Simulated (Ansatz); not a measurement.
## Molecular dynamics of FLi

Input:

```yaml
crystal:
  periodic: [false, false, false]
  atoms:
    - { symbol: Li, position_ang: [-0.654785, 0.189947, -0.345599] }
    - { symbol: F, position_ang: [0.684285, -0.250147, 0.349599] }
basis:
  gaussian: { orbitals: def2-TZVP }
hamiltonian:
  xc: pbe
  dispersion: d4
md:
  timestep: 2.0
  n_steps: 166
  ensemble: nve
  temperature: 1000.0
  initial_velocities: maxwell_boltzmann
  seed: 112342
scf:
  lower_state_search: "off"
```

Run as:

```bash
$ ansatz run input.yaml --threads 1 --pin off --max-ram 2048MiB --backend cpu --events-out ev --progress --plain --runs-dir out
```

It starts from a relaxed structure.

Output, in part (step lines, the closing report, with atoms numbered from 0):

```
md step     0: t =     0.00 fs  T =  1000.0 K  F+E_penalty+E_count = -2921.06540417 eV  E_kin = 0.043087 eV  conserved = -2921.02231750 eV  (13 SCF iters)
[... lines left out ...]
Total energy: -2921.06327799 eV, -107.3470954982 hartree
Atom 0 at    -0.644527     0.186576    -0.340274 Å, force    -0.225022     0.073955    -0.116824 eV/Å
Atom 1 at     0.680538    -0.248916     0.347654 Å, force     0.225022    -0.073955     0.116824 eV/Å
Dipole moment:    -1.054697     0.346633    -0.547562 e Å
```

The steps, from the saved trajectory:

```json
{"time (fs)": "0.0", "T (K)": "1000", "potential energy less start (eV)": "0.000", "conserved less start (meV/atom)": "0.00"}
{"time (fs)": "10.0", "T (K)": "0", "potential energy less start (eV)": "0.044", "conserved less start (meV/atom)": "0.59"}
{"time (fs)": "20.0", "T (K)": "1000", "potential energy less start (eV)": "0.000", "conserved less start (meV/atom)": "0.00"}
{"time (fs)": "30.0", "T (K)": "75", "potential energy less start (eV)": "0.041", "conserved less start (meV/atom)": "0.64"}
{"time (fs)": "40.0", "T (K)": "782", "potential energy less start (eV)": "0.010", "conserved less start (meV/atom)": "0.19"}
{"time (fs)": "50.0", "T (K)": "181", "potential energy less start (eV)": "0.036", "conserved less start (meV/atom)": "0.51"}
{"time (fs)": "60.0", "T (K)": "759", "potential energy less start (eV)": "0.011", "conserved less start (meV/atom)": "0.09"}
{"time (fs)": "70.0", "T (K)": "554", "potential energy less start (eV)": "0.020", "conserved less start (meV/atom)": "0.23"}
{"time (fs)": "80.0", "T (K)": "337", "potential energy less start (eV)": "0.029", "conserved less start (meV/atom)": "0.44"}
{"time (fs)": "90.0", "T (K)": "610", "potential energy less start (eV)": "0.017", "conserved less start (meV/atom)": "0.30"}
{"time (fs)": "100.0", "T (K)": "233", "potential energy less start (eV)": "0.034", "conserved less start (meV/atom)": "0.49"}
{"time (fs)": "110.0", "T (K)": "962", "potential energy less start (eV)": "0.002", "conserved less start (meV/atom)": "-0.01"}
{"time (fs)": "120.0", "T (K)": "29", "potential energy less start (eV)": "0.043", "conserved less start (meV/atom)": "0.58"}
{"time (fs)": "130.0", "T (K)": "963", "potential energy less start (eV)": "0.002", "conserved less start (meV/atom)": "0.06"}
{"time (fs)": "140.0", "T (K)": "4", "potential energy less start (eV)": "0.044", "conserved less start (meV/atom)": "0.70"}
{"time (fs)": "150.0", "T (K)": "908", "potential energy less start (eV)": "0.004", "conserved less start (meV/atom)": "0.10"}
{"time (fs)": "160.0", "T (K)": "73", "potential energy less start (eV)": "0.041", "conserved less start (meV/atom)": "0.56"}
{"time (fs)": "170.0", "T (K)": "903", "potential energy less start (eV)": "0.004", "conserved less start (meV/atom)": "0.01"}
{"time (fs)": "180.0", "T (K)": "352", "potential energy less start (eV)": "0.029", "conserved less start (meV/atom)": "0.39"}
{"time (fs)": "190.0", "T (K)": "503", "potential energy less start (eV)": "0.022", "conserved less start (meV/atom)": "0.36"}
{"time (fs)": "200.0", "T (K)": "441", "potential energy less start (eV)": "0.025", "conserved less start (meV/atom)": "0.39"}
{"time (fs)": "210.0", "T (K)": "425", "potential energy less start (eV)": "0.025", "conserved less start (meV/atom)": "0.33"}
{"time (fs)": "220.0", "T (K)": "857", "potential energy less start (eV)": "0.006", "conserved less start (meV/atom)": "0.04"}
{"time (fs)": "230.0", "T (K)": "107", "potential energy less start (eV)": "0.040", "conserved less start (meV/atom)": "0.54"}
{"time (fs)": "240.0", "T (K)": "867", "potential energy less start (eV)": "0.006", "conserved less start (meV/atom)": "0.14"}
{"time (fs)": "250.0", "T (K)": "20", "potential energy less start (eV)": "0.044", "conserved less start (meV/atom)": "0.69"}
{"time (fs)": "260.0", "T (K)": "984", "potential energy less start (eV)": "0.001", "conserved less start (meV/atom)": "0.03"}
{"time (fs)": "270.0", "T (K)": "12", "potential energy less start (eV)": "0.044", "conserved less start (meV/atom)": "0.58"}
{"time (fs)": "280.0", "T (K)": "984", "potential energy less start (eV)": "0.001", "conserved less start (meV/atom)": "-0.01"}
{"time (fs)": "290.0", "T (K)": "173", "potential energy less start (eV)": "0.037", "conserved less start (meV/atom)": "0.55"}
{"time (fs)": "300.0", "T (K)": "670", "potential energy less start (eV)": "0.015", "conserved less start (meV/atom)": "0.26"}
{"time (fs)": "310.0", "T (K)": "281", "potential energy less start (eV)": "0.032", "conserved less start (meV/atom)": "0.47"}
{"time (fs)": "320.0", "T (K)": "626", "potential energy less start (eV)": "0.016", "conserved less start (meV/atom)": "0.18"}
{"time (fs)": "330.0", "T (K)": "695", "potential energy less start (eV)": "0.013", "conserved less start (meV/atom)": "0.13"}
```

The run went to its last step. The conserved energy stayed within 0.7 meV per atom of its start (net change -0.004 meV per atom), so the integration is sound. The temperature averaged 0.51 of the 1000 K drawn at the start: a run that starts near a minimum puts about half its kinetic energy into the potential. A run of 0.33 ps of so small a system gives no equilibrium averages.

The same pairs are bonded in the first frame and the last. Pairs count as bonded within 1.25 times the sum of covalent radii (0.12 Å more for H–H).

Last frame:

```xyz
2
Properties=species:S:1:pos:R:3
Li -0.644 0.187 -0.340
F 0.680 -0.249 0.348
```

Run time: 35 s on 1 CPU thread of a shared host.
